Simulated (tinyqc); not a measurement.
Worked calculation: coupled-perturbed Hartree-Fock on RHF in the sto-3g basis, for LiH, spin multiplicity 1. Computed by tinyqc, a small Python program that keeps every step (integrals from PySCF). Settings: charge = 0, multiplicity = 1, basis = sto-3g, method = RHF, energy threshold = 1e-10, iteration cap = 82, orthogonalisation = symmetric, start = Wolfsberg-Helmholz matrix, DIIS depth = 6. Command: `OMP_NUM_THREADS=1 python tinyqc.py 28909 28910 out.jsonl` (the two numbers bound the seeds that draw the settings). One thread of a shared host (Intel(R) Xeon(R) Processor @ 2.60GHz), about 0.2 s of CPU time with the checks. The early iterations of the SCF are left out here.

## One-electron integrals

Geometry (angstrom):
```
atom,x,y,z
Li,0.000000,0.000000,0.000000
H,0.000000,0.000000,1.718000
```

Basis sto-3g: exponents (1/bohr^2) and contraction coefficients of normalised primitives:
```
element,l (shell),exponent,coefficient
Li,s (1),16.119575,0.154329
Li,s (1),2.936201,0.535328
Li,s (1),0.794651,0.444635
Li,s (2),0.636290,-0.099967
Li,s (2),0.147860,0.399513
Li,s (2),0.048089,0.700115
Li,p (3),0.636290,0.155916
Li,p (3),0.147860,0.607684
Li,p (3),0.048089,0.391957
H,s (1),3.425251,0.154329
H,s (1),0.623914,0.535328
H,s (1),0.168855,0.444635
```

Overlap, kinetic and nuclear-attraction integrals over the contracted functions; the nuclear repulsion is the sum of Za Zb / Rab.

nuclear repulsion = 0.92405799 hartree

overlap S, lower triangle:
```
,1Li 1s,1Li 2s,1Li 2px,1Li 2py,1Li 2pz,2H 1s
1Li 1s,1.000000
1Li 2s,0.241137,1.000000
1Li 2px,0.000000,0.000000,1.000000
1Li 2py,0.000000,0.000000,0.000000,1.000000
1Li 2pz,0.000000,0.000000,0.000000,0.000000,1.000000
2H 1s,0.051629,0.365938,0.000000,0.000000,0.488961,1.000000
```

kinetic energy T (hartree), lower triangle:
```
,1Li 1s,1Li 2s,1Li 2px,1Li 2py,1Li 2pz,2H 1s
1Li 1s,3.576786
1Li 2s,-0.020237,0.102163
1Li 2px,0.000000,0.000000,0.319682
1Li 2py,0.000000,0.000000,0.000000,0.319682
1Li 2pz,0.000000,0.000000,0.000000,0.000000,0.319682
2H 1s,-0.013589,0.034557,0.000000,0.000000,0.110724,0.760032
```

nuclear attraction V (hartree), lower triangle:
```
,1Li 1s,1Li 2s,1Li 2px,1Li 2py,1Li 2pz,2H 1s
1Li 1s,-8.290901
1Li 2s,-1.038617,-1.485211
1Li 2px,0.000000,0.000000,-1.444735
1Li 2py,0.000000,0.000000,0.000000,-1.444735
1Li 2pz,-0.013968,-0.115463,0.000000,0.000000,-1.537099
2H 1s,-0.219729,-0.656958,0.000000,0.000000,-0.888591,-2.149264
```

core Hamiltonian H = T + V (hartree), lower triangle:
```
,1Li 1s,1Li 2s,1Li 2px,1Li 2py,1Li 2pz,2H 1s
1Li 1s,-4.714114
1Li 2s,-1.058854,-1.383048
1Li 2px,0.000000,0.000000,-1.125053
1Li 2py,0.000000,0.000000,0.000000,-1.125053
1Li 2pz,-0.013968,-0.115463,0.000000,0.000000,-1.217417
2H 1s,-0.233317,-0.622400,0.000000,0.000000,-0.777868,-1.389232
```

## Two-electron integrals

Functions are numbered as in S; the eight-fold symmetry (ij|kl) = (ji|kl) = (kl|ij) leaves the list below.

Two-electron integrals (ij|kl) in chemists' order, unique and non-zero (hartree):
```
i,j,k,l,(ij|kl)
1,1,1,1,1.680395
2,1,1,1,0.265420
2,1,2,1,0.049941
2,2,1,1,0.397727
2,2,2,1,0.092860
2,2,2,2,0.290562
3,1,3,1,0.008981
3,2,3,1,0.013788
3,2,3,2,0.064184
3,3,1,1,0.396640
3,3,2,1,0.092880
3,3,2,2,0.290497
3,3,3,3,0.312946
4,1,4,1,0.008981
4,2,4,1,0.013788
4,2,4,2,0.064184
4,3,4,3,0.016869
4,4,1,1,0.396640
4,4,2,1,0.092880
4,4,2,2,0.290497
4,4,3,3,0.279207
4,4,4,4,0.312946
5,1,5,1,0.008981
5,2,5,1,0.013788
5,2,5,2,0.064184
5,3,5,3,0.016869
5,4,5,4,0.016869
5,5,1,1,0.396640
5,5,2,1,0.092880
5,5,2,2,0.290497
5,5,3,3,0.279207
5,5,4,4,0.279207
5,5,5,5,0.312946
6,1,1,1,0.055074
6,1,2,1,0.010421
6,1,2,2,0.019754
6,1,3,3,0.019523
6,1,4,4,0.019523
6,1,5,1,0.001239
6,1,5,2,0.002412
6,1,5,5,0.020224
6,1,6,1,0.002379
6,2,1,1,0.132849
6,2,2,1,0.031407
6,2,2,2,0.104329
6,2,3,3,0.098893
6,2,4,4,0.098893
6,2,5,1,0.005084
6,2,5,2,0.031183
6,2,5,5,0.115095
6,2,6,1,0.007839
6,2,6,2,0.062794
6,3,3,1,0.002477
6,3,3,2,0.011628
6,3,5,3,0.004762
6,3,6,3,0.004406
6,4,4,1,0.002477
6,4,4,2,0.011628
6,4,5,4,0.004762
6,4,6,4,0.004406
6,5,1,1,0.165630
6,5,2,1,0.039557
6,5,2,2,0.136284
6,5,3,3,0.127038
6,5,4,4,0.127038
6,5,5,1,0.007878
6,5,5,2,0.047779
6,5,5,5,0.154619
6,5,6,1,0.010254
6,5,6,2,0.089696
6,5,6,5,0.129838
6,6,1,1,0.307326
6,6,2,1,0.073891
6,6,2,2,0.269916
6,6,3,3,0.246258
6,6,4,4,0.246258
6,6,5,1,0.013462
6,6,5,2,0.101697
6,6,5,5,0.316959
6,6,6,1,0.019194
6,6,6,2,0.203687
6,6,6,5,0.301962
6,6,6,6,0.774606
```

## Orthogonalisation

S = U s U^T; symmetric (Loewdin) form X = U s^(-1/2) U^T, so that X^T S X = 1.

eigenvalues of S: 0.381326  0.800211  1.000000  1.000000  1.174713  1.643750

X, lower triangle:
```
,1Li 1s,1Li 2s,1Li 2px,1Li 2py,1Li 2pz,2H 1s
1Li 1s,1.023243
1Li 2s,-0.130103,1.095267
1Li 2px,0.000000,0.000000,1.000000
1Li 2py,0.000000,0.000000,0.000000,1.000000
1Li 2pz,-0.006463,0.095326,0.000000,0.000000,1.125365
2H 1s,0.012536,-0.247538,0.000000,0.000000,-0.326498,1.196024
```

## Iteration 8 (converged): orbitals

converged F (hartree), lower triangle:
```
,1Li 1s,1Li 2s,1Li 2px,1Li 2py,1Li 2pz,2H 1s
1Li 1s,-2.349345
1Li 2s,-0.640223,-0.222724
1Li 2px,0.000000,0.000000,0.163808
1Li 2py,0.000000,0.000000,0.000000,0.163808
1Li 2pz,0.014520,-0.095285,0.000000,0.000000,0.012371
2H 1s,-0.141344,-0.251196,0.000000,0.000000,-0.227078,-0.129045
```

Diagonalise F' = X^T F X, C = X C', fill 2 alpha and 2 beta electrons from the bottom; D = 2 C_occ C_occ^T. Each column has its largest component positive (the first on a tie).

F' = X^T F X (hartree), lower triangle:
```
,1,2,3,4,5,6
1,-2.296276
2,-0.356315,-0.014719
3,0.000000,0.000000,0.163808
4,0.000000,0.000000,0.000000,0.163808
5,0.019061,0.017545,0.000000,0.000000,0.161834
6,-0.015513,-0.256675,0.000000,0.000000,-0.297868,0.113007
```

orbital energies (hartree): MO1 -2.351915, MO2 -0.275018, MO3 0.077020, MO4 0.163808, MO5 0.163808, MO6 0.513759

coefficients C:
```
,MO1,MO2,MO3,MO4,MO5,MO6
1Li 1s,0.991335,-0.160481,-0.211434,0.000000,0.000000,0.104630
1Li 2s,0.033180,0.465293,0.798387,0.000000,0.000000,-0.657175
1Li 2px,0.000000,0.000000,0.000000,-0.635763,0.771884,0.000000
1Li 2py,0.000000,0.000000,0.000000,0.771884,0.635763,0.000000
1Li 2pz,-0.005570,0.341855,-0.609673,0.000000,0.000000,-0.945292
2H 1s,0.002097,0.556993,-0.150073,0.000000,0.000000,1.125051
```

D after iteration 8, lower triangle:
```
,1Li 1s,1Li 2s,1Li 2px,1Li 2py,1Li 2pz,2H 1s
1Li 1s,2.017000
1Li 2s,-0.083555,0.435196
1Li 2px,0.000000,0.000000,0.000000
1Li 2py,0.000000,0.000000,0.000000,0.000000
1Li 2pz,-0.120765,0.317756,0.000000,0.000000,0.233792
2H 1s,-0.174615,0.518469,0.000000,0.000000,0.380799,0.620492
```

Within a degenerate level the vectors are fixed only up to a rotation; this is one choice.

## Convergence

Stop when the energy changes by less than 1e-10 hartree and every element of the error matrix X^T (F D S - S D F) X is below 3e-06.

Course of the cycle:
```
iteration,E (hartree),change,largest element of the error matrix
1,-7.83784084,-,7.51e-02
2,-7.85185629,-1.40e-02,2.44e-02
3,-7.85509541,-3.24e-03,1.20e-02
4,-7.85601799,-9.23e-04,9.71e-04
5,-7.85601906,-1.07e-06,4.91e-04
6,-7.85601941,-3.49e-07,5.84e-05
7,-7.85601941,-5.65e-09,5.31e-06
8,-7.85601941,-4.48e-11,1.45e-07
```

PySCF RHF in the same basis = -7.85601941 hartree

Converged in 8 iterations.

## Integrals over molecular orbitals

(pq|rs) = sum C_ip C_jq C_kr C_ls (ij|kl), one index at a time.

one-electron integrals over orbitals h = C^T H C (hartree), lower triangle:
```
,1,2,3,4,5,6
1,-4.704843
2,0.101779,-1.448301
3,0.165624,0.029441,-1.117847
4,0.000000,0.000000,0.000000,-1.125053
5,0.000000,0.000000,0.000000,0.000000,-1.125053
6,-0.042280,-0.023263,0.028205,0.000000,0.000000,-0.970310
```

Two-electron integrals over orbitals (pq|rs), unique and non-zero (hartree):
```
p,q,r,s,(pq|rs)
1,1,1,1,1.658832
2,1,1,1,-0.106968
2,1,2,1,0.012157
2,2,1,1,0.353126
2,2,2,1,0.005189
2,2,2,2,0.479187
3,1,1,1,-0.139482
3,1,2,1,0.010925
3,1,2,2,-0.014605
3,1,3,1,0.021796
3,2,1,1,0.016071
3,2,2,1,-0.003068
3,2,2,2,-0.050658
3,2,3,1,0.000104
3,2,3,2,0.014369
3,3,1,1,0.395047
3,3,2,1,-0.010398
3,3,2,2,0.220468
3,3,3,1,0.001625
3,3,3,2,0.009042
3,3,3,3,0.336458
4,1,4,1,0.009816
4,2,4,1,0.007403
4,2,4,2,0.022804
4,3,4,1,0.010280
4,3,4,2,0.019407
4,3,4,3,0.041270
4,4,1,1,0.396328
4,4,2,1,-0.004118
4,4,2,2,0.264413
4,4,3,1,-0.005006
4,4,3,2,0.007144
4,4,3,3,0.281659
4,4,4,4,0.312946
5,1,5,1,0.009816
5,2,5,1,0.007403
5,2,5,2,0.022804
5,3,5,1,0.010280
5,3,5,2,0.019407
5,3,5,3,0.041270
5,4,5,4,0.016869
5,5,1,1,0.396328
5,5,2,1,-0.004118
5,5,2,2,0.264413
5,5,3,1,-0.005006
5,5,3,2,0.007144
5,5,3,3,0.281659
5,5,4,4,0.279207
5,5,5,5,0.312946
6,1,1,1,0.060728
6,1,2,1,-0.009347
6,1,2,2,-0.007387
6,1,3,1,-0.003277
6,1,3,2,0.002071
6,1,3,3,0.011106
6,1,4,4,0.000956
6,1,5,5,0.000956
6,1,6,1,0.009669
6,2,1,1,-0.053644
6,2,2,1,0.003675
6,2,2,2,0.121203
6,2,3,1,0.001752
6,2,3,2,-0.036157
6,2,3,3,-0.015085
6,2,4,4,-0.021927
6,2,5,5,-0.021927
6,2,6,1,0.000068
6,2,6,2,0.125329
6,3,1,1,0.018328
6,3,2,1,-0.003143
6,3,2,2,-0.052147
6,3,3,1,0.004278
6,3,3,2,0.010718
6,3,3,3,0.035972
6,3,4,4,0.003322
6,3,5,5,0.003322
6,3,6,1,0.004349
6,3,6,2,-0.033132
6,3,6,3,0.026868
6,4,4,1,-0.006162
6,4,4,2,-0.019490
6,4,4,3,-0.013456
6,4,6,4,0.019834
6,5,5,1,-0.006162
6,5,5,2,-0.019490
6,5,5,3,-0.013456
6,5,6,5,0.019834
6,6,1,1,0.360944
6,6,2,1,0.002385
6,6,2,2,0.448590
6,6,3,1,-0.011300
6,6,3,2,-0.044741
6,6,3,3,0.240630
6,6,4,4,0.266372
6,6,5,5,0.266372
6,6,6,1,-0.003855
6,6,6,2,0.126404
6,6,6,3,-0.044635
6,6,6,6,0.448641
```

## Response to a field: uncoupled start

dipole integrals <a|y|i> (bohr):
```
,i1,i2
a3,0.000000,0.000000
a4,0.159331,0.756423
a5,0.131233,0.623029
a6,0.000000,0.000000
```

Field along y; U_ai = -mu_ai / (e_a - e_i), alpha = -4 sum U_ai mu_ai.

uncoupled U:
```
,i1,i2
a3,0.000000,0.000000
a4,-0.063334,-1.723741
a5,-0.052165,-1.419761
a6,0.000000,0.000000
```

uncoupled polarisability = 8.821466 bohr^3

## Coupled step 1

U_ai = -(mu_ai + sum_bj [4 (ai|bj) - (ab|ij) - (aj|bi)] U_bj) / (e_a - e_i); alpha = -4 sum U_ai mu_ai.

U after step 1:
```
,i1,i2
a3,0.000000,0.000000
a4,-0.054531,-2.489848
a5,-0.044914,-2.050766
a6,0.000000,0.000000
```

polarisability = 12.702590 bohr^3

## Coupled step 2

As before.

U after step 2:
```
,i1,i2
a3,0.000000,0.000000
a4,-0.045229,-2.832557
a5,-0.037253,-2.333038
a6,0.000000,0.000000
```

polarisability = 14.433027 bohr^3

## Coupled polarisability

Repeat until U stops changing; compare with -d2E/dF2.

Course of the coupled iterations:
```
step,alpha (bohr^3)
0,8.821466
1,12.702590
2,14.433027
3,15.207915
4,15.555395
5,15.711283
6,15.781229
7,15.812615
8,15.826698
9,15.833017
10,15.835853
11,15.837126
12,15.837696
13,15.837953
14,15.838068
15,15.838119
16,15.838142
17,15.838153
18,15.838157
19,15.838160
20,15.838160
21,15.838161
22,15.838161
23,15.838161
24,15.838161
```

coupled polarisability = 15.838161 bohr^3

finite-field check, fields of +/-0.001 au = 15.838170 bohr^3
